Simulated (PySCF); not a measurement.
# H₅MgNO, a complex of two parts: interaction energy

The task here is to estimate one member of a computed series from the others.

Computed with PySCF 2.14.0; each step states its level. No surroundings beyond the atoms listed, unless a continuum is named. Atoms count from 0, parts from 1.

### Starting point

8 atoms, charge 0, multiplicity 1; geometry: GFN2-xTB. Parts: 1 = atoms 0–2, `[MgH2]`, charge 0; 2 = atoms 3–7, `NO`, charge 0.

The first run:

The job: settings as JSON, then the geometry in Å.

```
{"job": {"xc": "PBE0", "basis": "def2-SVPD", "d3": "d3bj", "grid": 2, "kind": "geom"}, "charge": 0, "multiplicity": 1, "parts": [{"atoms": "0-2", "charge": 0, "multiplicity": 1}, {"atoms": "3-7", "charge": 0, "multiplicity": 1}]}
Mg     0.791989    -0.371271     0.349119
H     -0.179681    -1.709113     0.612032
H      0.865877     1.194508    -0.057561
O      2.630764    -1.733185     0.119057
N      2.874812    -0.891507     1.248916
H      1.744404    -2.118019     0.302438
H      3.431829    -0.115634     0.887600
H      3.468866    -1.420378     1.894776
```

Command:

```
> OMP_NUM_THREADS=1 python cluster_run.py task.json out
```

This one command runs all jobs of the session in turn.

Among the steps run: Relaxing the molecule at PBE0-D3(BJ)/def2-SVPD; Coupled-cluster interaction energy: CCSD(T) and MP2.

One table of the session follows, with a row left open; its other results are not shown here.

It belongs to the step «Coupled-cluster interaction energy: CCSD(T) and MP2». 

| method | interaction energy (kcal/mol) |
| --- | --- |
| HF/aug-cc-pVDZ | -20.31 |
| MP2/aug-cc-pVDZ | -23.79 |
| CCSD/aug-cc-pVDZ | -22.32 |
| CCSD(T)/aug-cc-pVDZ | -22.98 |
| HF/aug-cc-pVTZ | -20.78 |
| MP2/aug-cc-pVTZ | -25.53 |
| SCS-MP2/aug-cc-pVTZ | -23.92 |
| MP2, extrapolated | -26.06 |
| CCSD(T), limit estimate | ? |

Q: Estimate the row for CCSD(T), limit estimate from the others.

The run gave: interaction energy (kcal/mol): -25.24. In the column «interaction energy (kcal/mol)» it lies between MP2/aug-cc-pVTZ (-25.53) and SCS-MP2/aug-cc-pVTZ (-23.92).

In this run the core of Mg (2s2p) is correlated, in a basis without core functions; only the other cores are frozen.

To keep in mind: The interaction energy leaves out the deformation of the parts, 4.31 kcal/mol (MP2); added to the CCSD(T) estimate it gives a binding of about -20.93 kcal/mol.
